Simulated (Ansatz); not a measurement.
**[Br···H···CH2], triplet along the distance Br1-H2**

Starting geometry:

```xyz
5

Br   -0.4478    0.0000    0.0000
H     0.9728    0.0000    0.0000
C     2.4212    0.0000    0.0000
H     2.8357    0.0000    0.9962
H     2.8357    0.0000   -0.9962
```

From there H2 is moved from one fragment to the other while all else, the fragments' distance too, stays fixed; atoms are numbered as listed. Energies are in kJ/mol, counted from the starting geometry at the same level. Kohn–Sham curves are unrestricted where that lies lower.

Basis cc-pVDZ; Ansatz 0.2.0. Correlated methods freeze the noble-gas cores and the filled d shells of p-block atoms. R marks a restricted (for open shells ROHF) determinant, U an unrestricted one. No spin–orbit coupling is included, and no scalar relativity.

Full CI isn't at hand for all of this; UCCSDT(Q) serves as the reference, and is uncertain by about the last step of the cluster series.

```
distance Br1-H2 (Å)  r2SCAN
              1.321    38.4
              1.421     0.0
              1.472   -13.5
              1.523   -24.7
              1.574   -34.6
              1.625   -43.2
              1.677   -49.9
              1.728   -53.2
              1.779   -51.3
```

Q: Estimate the UCCSDT(Q) curve in cc-pVDZ from this one, knowing how r2SCAN errs.

A: The computed UCCSDT(Q) values, in kJ/mol from the starting point, and the error of r2SCAN against them:
| distance Br1-H2 (Å) | UCCSDT(Q) | r2SCAN less UCCSDT(Q) |
| --- | --- | --- |
| 1.321 | 33.0 | 5.4 |
| 1.421 | 0.0 | 0.0 |
| 1.472 | -11.4 | -2.1 |
| 1.523 | -21.4 | -3.3 |
| 1.574 | -31.1 | -3.5 |
| 1.625 | -40.6 | -2.6 |
| 1.677 | -49.3 | -0.6 |
| 1.728 | -55.2 | 2.0 |
| 1.779 | -56.2 | 5.0 |

The error spans 8.9 kJ/mol and is largest, 5.4 kJ/mol, at 1.321 Å.

In so small a basis the reference is far from its limit while semilocal and hybrid functionals are nearer theirs, so the functionals' errors here hold much of the reference's basis and frozen-core error, which can add to them or hide them.
